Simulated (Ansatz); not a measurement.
For zinc-blende GaAs, r²SCAN+rVV10 in Ansatz (PAW) gives:

```
Item                                     Value
------------------------------  --------------
equilibrium lattice constant a         5.647 Å
enthalpy of formation           -0.440 eV/atom
```

Q: What does HSE06 (Ansatz, a first-principles code, plane waves, PAW) give for the same quantities?

A: 
- lattice constant a: 5.683 Å (goes up by 0.6 %)
- formation enthalpy: -0.452 eV/atom (moves by -0.012 eV/atom)

For comparison: lattice constant a 5.64 Å (measured, static lattice: zero-point anharmonic expansion removed; as tabulated in Mejia-Rodriguez and Trickey (2018), arXiv:1807.09216); formation enthalpy -0.37 eV/atom (measured, 298 K, not corrected to a static lattice, our sources range from -0.384 to -0.368; as tabulated in Zhang et al. (2018), doi:10.1038/s41524-018-0065-z).

Changes are worked out from the printed values.

Unless a cell is named, each level is at its own relaxed cell (r²SCAN+rVV10 22.51, HSE06 22.94 Å³/atom).

Caveats: exact exchange on metals is sensitive to the k mesh and can open a false gap (HSE06). Ansatz's density-functional and Hartree–Fock values are scalar-relativistic unless marked +SOC, with PAW data made under PBE.
